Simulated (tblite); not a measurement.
C5H7 (doublet state).
Z-matrix (Å and degrees, GFN2-xTB geometry), rows numbered from 1:
```
C 
C   1  1.2865
C   2  1.5386  1  125.86
C   3  1.4898  2  108.92  1   116.09
C   4  1.3220  3  124.14  2   103.91
H   1  1.0651  2  139.16  3    -0.13
H   2  1.0834  1  121.62  3   179.46
H   3  1.0916  2  107.84  1  -123.66
H   3  1.0905  2  109.04  1    -4.90
H   4  1.0819  3  115.35  2   -73.56
H   5  1.0765  4  122.04  3  -178.68
H   5  1.0780  4  121.72  3     2.12
```

All values are computed: GFN2-xTB (tblite) harmonic vibrations without scaling, gas phase. The method is semi-empirical: single wavenumbers can be off by several per cent or more. One conformer, not necessarily the lowest. Open shells enter through the occupations alone, without spin polarisation, and single modes of such species can be off by tens of per cent.

Harmonic wavenumbers (cm⁻¹): 67.6, 77.8, 288.5, 333.5, 431.4, 595.5, 648.9, 731.8, 879.4, 887.8, 929.6, 947.5, 974.1, 1014.9, 1073.6, 1181.0, 1216.0, 1243.8, 1290.2, 1409.2, 1459.6, 1686.7, 1729.8, 2972.8, 2988.7, 3012.1, 3063.1, 3098.2, 3127.0, 3192.8.

A = 18157, B = 2610, C = 2576 MHz; mass 67.055 u (most abundant isotopes); point group C1, symmetry number 1; spin multiplicity 2.

Q: Zero-point energy?

A: Half the sum of the wavenumbers: 21276 cm⁻¹ = 60.83 kcal/mol.

Q: Entropy at 500 K, 1 bar (ideal gas, RRHO, classical rotation)?

A: Translation 41.12, rotation 26.92, vibration 24.59, spin (R ln 2) 1.38: S = 94.0 cal/(mol K).

Q: And Cp and H(500 K) − H(0)?

A: Cp = 34.55 cal/(mol K), of which vibrations give 26.60 (their classical limit is 30 R = 59.6); H(500 K) − H(0) = 10.44 kcal/mol without the zero-point energy, 6.47 from vibrations.

Q: Which modes carry the vibrational entropy at 500 K?

A: 67.6 cm⁻¹: 5.24; 77.8 cm⁻¹: 4.97; 288.5 cm⁻¹: 2.41; 333.5 cm⁻¹: 2.14; 431.4 cm⁻¹: 1.68; 595.5 cm⁻¹: 1.14 cal/(mol K); the other 24 give 7.00 together.

Q: Blend soft modes into free rotors: weight 1/[1 + (100 cm⁻¹/ν̃)⁴] for the oscillator and the rest for a rotor with moment μB/(μ + B), μ = h/(8π²ν), B = 10⁻⁴⁴ kg m². What vibrational entropy results?

A: 22.37 cal/(mol K) in place of 24.59, which changes −T·S at 500 K by +1.11 kcal/mol.

Q: What must be added to the electronic energy to get the Gibbs energy at 500 K and 1 bar?

A: ZPE + [H(500 K) − H(0)] − T·S = 60.83 + 10.44 − 47.00 = 24.27 kcal/mol.

Hindered rotation and anharmonicity are outside this model. Other conformers, if any are populated, would add a mixing term that is left out. The structure is chiral; the term R ln 2 for an equal mix with its mirror image is left out.

Time: 0.15 s of wall time. Hardware: Arm Neoverse V2, one thread, shared host with 96 logical CPUs at a one-minute load of 20. This covers the Hessian and the dipole derivatives.
